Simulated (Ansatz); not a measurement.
One geometry of the cluster Al2Si⁺, several levels of theory.

```yaml
crystal:
  periodic: [false, false, false]
  atoms:
    - {symbol: Al, position_ang: [0.744853, 0.673585, -1.003272]}
    - {symbol: Al, position_ang: [-1.379306, 0.231696, 0.242727]}
    - {symbol: Si, position_ang: [0.634453, -0.905281, 0.760554]}
basis:
  gaussian: {orbitals: def2-TZVP, initial_orbitals: start.molden}
total_charge: 1
magnetization: {spin_polarized: true, initial_magnetization: 1}
hamiltonian: {xc: {name: LC-wPBE, parameters: {omega: 0.2/bohr}}}
scf: {omitted_lower_state_checks: [starts]}
output: {orbitals: {seedname: orbitals}}
```

The file start.molden holds the orbitals of an earlier run on this structure, at another level or in another basis.

```sh
$ ansatz run in.yaml --threads 4 --pin off --events-out ev --progress --plain --max-ram 3916MiB
```

Output, abridged:

```
Functional definition: LC-wPBE
770 factors; their error is unknown
123 factors; integrals over basis functions are off by at most 7.3e-6 eV
mean field evaluation 1: about -21052.9500 eV, gradient 7.3e0 eV
mean field evaluation 2: about -21053.0082 eV, gradient 8.2e-2 eV
mean field evaluation 4: about -21052.9961 eV, gradient 1.7e-3 eV
mean field evaluation 8: about -21052.9961 eV, gradient 1.2e-5 eV
mean field -21052.99608610 eV, -773.6833359309 hartree, gradient 2.6e-6 eV, S^2 1.013440; 0 other end points of the search recorded, 0 dependent functions left out
reference -21052.99608612 eV, -773.6833359316 hartree; 20, 19 occupied and 91, 92 virtual orbitals, 770 factors
Total energy: -21052.99608612 eV, -773.6833359316 hartree
Checks for a lower state left out: starts
```

It took 2.4 s on 4 threads of Arm Neoverse V2 on a shared host.

Geometry: B3LYP-D4/def2-TZVP, that of the neutral singlet.

The charge 1 doublet is spin-contaminated (final ⟨S²⟩ up to 1.01, 0.75 for a pure state). The structure comes from a short search, and lower isomers may exist.
